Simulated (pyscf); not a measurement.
**Substitution at Si: F–C(F)(F)–SiH(O–SiH₃)–O–SiH₃ + H• -> F–C(F)(F)–SiH(O–SiH₃)–O–SiH₃ + H•**

Gas phase, doublet surface, charge 0. Bonds broken: Si1–H6. Bonds formed: Si1–H7. PySCF, gas phase, ωB97X-D3(BJ)/def2-SVP geometries.

Transition state (Å):

```xyz
17

Si     0.1403    -1.3368     0.4106
O      0.4602    -0.5340     1.8114
Si     1.2787     0.7699     2.4639
O     -0.9351    -0.6059    -0.5895
Si    -1.0846     0.7766    -1.5202
H     -0.7049    -2.4797     1.0443
H      0.3276    -2.9591    -0.0954
H      2.7459     0.5386     2.3877
H      0.9171     2.0123     1.7281
H      0.8620     0.8909     3.8859
H     -2.4916     0.8510    -1.9918
H     -0.7620     1.9710    -0.6917
H     -0.1588     0.7019    -2.6820
F      2.8696    -1.7013     0.1309
C      1.8436    -1.1019    -0.4981
F      2.1248     0.2314    -0.5286
F      1.8445    -1.5230    -1.7725
```

One imaginary mode, 447i cm⁻¹; descent along it reached the two sides named.

```csv
bond,change,reactant side (Å),saddle,product side
Si1–H6,breaks,1.474,1.556,3.9
Si1–H7,forms,4.1,1.710,1.473
```

Electronic energies relative to the separated reactants (kcal/mol):

```csv
level,barrier,reaction energy,reverse barrier
ωB97X-D3(BJ)/def2-TZVP,12.3,0.0,12.3
PBE/def2-TZVP,7.0,0.0,7.0
r²SCAN/def2-TZVP,5.4,0.0,5.4
B3LYP-D3(BJ)/def2-TZVP,8.9,0.0,8.9
PBE0-D3(BJ)/def2-TZVP,9.0,0.0,9.0
M06-2X/def2-TZVP,12.8,0.0,12.8
ωB97M-D3(BJ)/def2-TZVP,12.2,0.0,12.2
HF/def2-TZVP,27.0,0.0,27.0
```

With ωB97M-D3(BJ)/def2-TZVP energies and thermal terms (ideal gas, 1 atm, RRHO with modes under 100 cm⁻¹ raised to 100, one conformer, R ln 2 for rigid chiral ones), in kcal/mol:

```tsv
T (K)	ΔH‡	ΔG‡	ΔH	ΔG
298	12.2	19.5	0.0	0.0
600	11.5	27.1	0.0	0.0
900	11.1	35.0	0.0	0.0
1200	10.8	43.0	0.0	0.0
```

Abstraction by the radical was not located in this set and often lies lower. One saddle was located; it need not be the lowest between these sides. The angle at the attacked Si is 59° (front-side attack).
